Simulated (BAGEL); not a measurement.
# HF/STO-3G (density fitting with qzvpp-jkfit) run of C2H2F2 (SMILES F/C=C\F)

What is the energy change on altering one bond length of C2H2F2 at HF/STO-3G (density fitting with qzvpp-jkfit)? 

Program for the calculation: BAGEL 1.2.2.

2 further runs of the same task are left out: 2 set aside as unsound or not needed.

## (1) Starting point

The species is C2H2F2 (6 atoms), meant as a singlet with charge 0. SMILES: `F/C=C\F`. The shape is that of a GFN2-xTB optimisation.

Bond lengths: F1–C2 1.335 Å, C2–C3 1.321 Å, C3–F4 1.335 Å, C2–H5 1.079 Å, C3–H6 1.078 Å. Angles: F1–C2–C3 123.7°, C2–C3–F4 123.7°, F1–C2–H5 113.2°, C3–C2–H5 123.0°, C2–C3–H6 123.2°, F4–C3–H6 113.1°.

## (2) The energy at HF/STO-3G (density fitting with qzvpp-jkfit)

Contents of hf.json:

```json
{ "bagel": [

{
  "title": "molecule",
  "basis": "sto-3g",
  "df_basis": "qzvpp-jkfit",
  "angstrom": true,
  "geometry": [
    { "atom": "F", "xyz": [       0.192360,      -0.836360,      -1.520840 ] },
    { "atom": "C", "xyz": [       0.405210,       0.027280,      -0.525710 ] },
    { "atom": "C", "xyz": [      -0.327390,       0.076410,       0.572410 ] },
    { "atom": "F", "xyz": [      -1.362570,      -0.733090,       0.808990 ] },
    { "atom": "H", "xyz": [       1.239650,       0.687180,      -0.705780 ] },
    { "atom": "H", "xyz": [      -0.147270,       0.778580,       1.370930 ] }
  ]
},

{
  "title": "hf"
},

{
  "title": "print",
  "file": "orbitals.molden",
  "orbitals": true
}

]}
```

On the command line:

```bash
$ BAGEL_NUM_THREADS=1 BAGEL hf.json > hf.out
```

The program printed:

```text
* using 1 threads per process

  ===============================================================
  ===============================================================

  *** Geometry ***

  { "atom" : "F", "xyz" : [      0.363508,     -1.580491,     -2.873971 ] },
  { "atom" : "C", "xyz" : [      0.765736,      0.051552,     -0.993448 ] },
  { "atom" : "C", "xyz" : [     -0.618677,      0.144394,      1.081698 ] },
  { "atom" : "F", "xyz" : [     -2.574884,     -1.385339,      1.528770 ] },
  { "atom" : "H", "xyz" : [      2.342599,      1.298582,     -1.333731 ] },
  { "atom" : "H", "xyz" : [     -0.278300,      1.471303,      2.590682 ] },

  Number of auxiliary basis functions:      340

  Since a DF basis is specified, we compute 2- and 3-index integrals:
    o Being stored without compression. Storage requirement is 0.001 GB

  Number of basis functions:       22
  Number of electrons      :       32

    * METHOD: MOLECULE                             0.07

  *** RHF ***

  === Nuclear Repulsion ===
   113.6076176876

      * DIIS with orbital gradients will be used.

  === RHF iteration (sto-3g) ===
      0       -271.89746364          0.02286927           0.01
      1       -271.97709196          0.00613926           0.01
      2       -271.98345535          0.00161829           0.01
      3       -271.98419865          0.00030028           0.01
      4       -271.98422496          0.00002972           0.01
      5       -271.98422519          0.00000328           0.01
      6       -271.98422519          0.00000036           0.01
      7       -271.98422519          0.00000007           0.01
      8       -271.98422519          0.00000003           0.01
      9       -271.98422519          0.00000001           0.01
    * SCF iteration converged.

    * Permanent dipole moment:
           (   -0.348788,    -0.467273,    -0.211374) a.u.

    * METHOD: HF                                   0.09

    * METHOD: PRINT                                0.00

  ===============================================================
```

Run time: 0.28 s. Hardware: 1 thread of Arm Neoverse V1, shared host.

## (3) The distorted shape

Contents of job.json:

```json
{ "bagel" : [

{
  "title" : "molecule",
  "basis" : "sto-3g",
  "df_basis" : "qzvpp-jkfit",
  "angstrom" : true,
  "geometry" : [
    { "atom" : "F", "xyz" : [    0.412156,   -0.851100,   -1.850299 ] },
    { "atom" : "C", "xyz" : [    0.625006,    0.012540,   -0.855169 ] },
    { "atom" : "C", "xyz" : [   -0.327390,    0.076410,    0.572410 ] },
    { "atom" : "F", "xyz" : [   -1.362570,   -0.733090,    0.808990 ] },
    { "atom" : "H", "xyz" : [    1.459446,    0.672440,   -1.035239 ] },
    { "atom" : "H", "xyz" : [   -0.147270,    0.778580,    1.370930 ] }
  ]
},
{ "title" : "hf" },
{ "title" : "print", "file" : "orbitals.molden", "orbitals" : true }

]}
```

On the command line:

```bash
$ BAGEL_NUM_THREADS=1 BAGEL job.json > job.out
```

The program printed:

```text
* using 1 threads per process

  ===============================================================
  ===============================================================

  *** Geometry ***

  { "atom" : "F", "xyz" : [      0.778862,     -1.608346,     -3.496558 ] },
  { "atom" : "C", "xyz" : [      1.181090,      0.023697,     -1.616035 ] },
  { "atom" : "C", "xyz" : [     -0.618677,      0.144394,      1.081698 ] },
  { "atom" : "F", "xyz" : [     -2.574884,     -1.385339,      1.528770 ] },
  { "atom" : "H", "xyz" : [      2.757953,      1.270727,     -1.956318 ] },
  { "atom" : "H", "xyz" : [     -0.278300,      1.471303,      2.590682 ] },

  Number of auxiliary basis functions:      340

  Since a DF basis is specified, we compute 2- and 3-index integrals:
    o Being stored without compression. Storage requirement is 0.001 GB

  Number of basis functions:       22
  Number of electrons      :       32

    * METHOD: MOLECULE                             0.07

  *** RHF ***

  === Nuclear Repulsion ===
   104.4450164183

      * DIIS with orbital gradients will be used.

  === RHF iteration (sto-3g) ===
      0       -271.77425346          0.02164462           0.01
      1       -271.84308875          0.00684783           0.01
      2       -271.85052367          0.00190421           0.01
      3       -271.85150906          0.00035259           0.01
      4       -271.85154524          0.00007992           0.01
      5       -271.85154636          0.00005353           0.01
      6       -271.85154673          0.00000631           0.01
      7       -271.85154674          0.00000112           0.01
      8       -271.85154674          0.00000028           0.01
      9       -271.85154674          0.00000010           0.01
     10       -271.85154674          0.00000004           0.01
     11       -271.85154674          0.00000002           0.01
     12       -271.85154674          0.00000002           0.01
     13       -271.85154674          0.00000000           0.01
    * SCF iteration converged.

    * Permanent dipole moment:
           (   -0.317743,    -0.425434,    -0.192149) a.u.

    * METHOD: HF                                   0.12

    * METHOD: PRINT                                0.00

  ===============================================================
```

Wall time 0.32 s (1 thread of Arm Neoverse V1, shared host).

## (4) What came out

At HF/STO-3G (density fitting with qzvpp-jkfit):

```
                                                         quantity          value
                                        first shape: total energy  -271.98423 Eh
                                       first shape: dipole moment         1.58 D
                                         first shape: HOMO energy       -7.89 eV
                                         first shape: LUMO energy        8.47 eV
                                       first shape: HOMO–LUMO gap       16.36 eV
                                    distorted shape: total energy  -271.85155 Eh
                                   distorted shape: dipole moment         1.44 D
                                     distorted shape: HOMO energy       -5.35 eV
                                     distorted shape: LUMO energy        5.74 eV
                                   distorted shape: HOMO–LUMO gap       11.09 eV
energy change with the C2–C3 bond stretched from 1.321 to 1.717 Å       3.610 eV
```

In words: With the C2–C3 bond stretched from 1.321 to 1.717 Å the energy rises by 3.61 eV (83 kcal/mol). The first shape isn't relaxed at this level, so the change isn't measured from a minimum. The minimal basis adds a large error of its own.
